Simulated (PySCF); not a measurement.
**Relaxation of singlet ClF3**

Level of theory: PBE0 in PySCF with Cl def2-TZVP, F def2-TZVP; no relativity; density-fitted integrals. A (50,194) grid was used.

A hand-made T-shaped start, of C2v symmetry, held to at least that symmetry:

```xyz
4
charge 0 multiplicity 1, angstrom
Cl    0.0000    0.0000   -0.3602
F     0.0000    0.0000    1.2698
F     1.6290    0.0000   -0.3033
F    -1.6290    0.0000   -0.3033
```

Problem. What forces act on the atoms at the start (eV/Å)?

Solution. 
| atom | Fx | Fy | Fz |
| --- | --- | --- | --- |
| Cl1 | 0.00 | 0.00 | 0.19 |
| F2 | 0.00 | 0.00 | -0.65 |
| F3 | 1.60 | 0.00 | 0.23 |
| F4 | -1.60 | 0.00 | 0.23 |

Problem. What does it relax to?

Solution. It ends at C2v with Cl–F 1.595 Å, Cl–F 1.694 Å (×2); F–Cl–F 87.5° (×2), F–Cl–F 174.9° (after a last refinement on a finer grid). A frequency run shows a minimum. Other isomers or separated fragments may lie lower.

Problem. How much energy is released, and in how many steps?

Solution. 10.7 kJ/mol in 3 steps.

The relaxation took 4.5 s on 4 threads of a shared Arm Neoverse V1 host, with 130 basis functions and 4 gradients; the process peaked at 0.73 GiB.
